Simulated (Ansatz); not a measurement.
C$_{2}$H$_{2}$FNO, SMILES `N=C=C(O)F`. Total charge 0; spin multiplicity 1.

```xyz
7

N     0.113   -1.926   -0.013
C     0.147   -0.705    0.075
C     0.203    0.601    0.017
O    -0.863    1.396   -0.165
F     1.356    1.243    0.269
H    -0.128   -2.401    0.860
H    -0.828    1.793   -1.044
```

Q: List the harmonic frequencies (cm⁻¹, unscaled) at PBE0-D4/def2-TZVP in Ansatz. (Estimate.)

A: The calculation gave: 202, 275, 354, 450, 491, 661, 821, 831, 1113, 1247, 1267, 1479, 2185, 3427, 3781.

Q: Is this a minimum?

A: Yes, all 15 modes are real.

Q: Give the ideal-gas thermochemistry at 298.15 K and 1 bar (rigid rotor, harmonic oscillator; point group C1, symmetry number 1).

A: Zero-point energy 111.2 kJ/mol; H(298) − E = 126.8 kJ/mol; entropy 299.1 J/(mol·K), of which translation 162.7, rotation 106.3, vibration 30.0; G(298) − E = 37.7 kJ/mol.

Q: And at 400, 500, 600, 800 and 1000 K?

A: 
```tsv
T (K)	H − E (kJ/mol)	S (J/mol/K)	G − E (kJ/mol)
400	135.4	323.8	5.9
500	145.0	345.1	-27.6
600	155.5	364.2	-63.0
800	178.5	397.2	-139.3
1000	203.3	424.9	-221.6
```
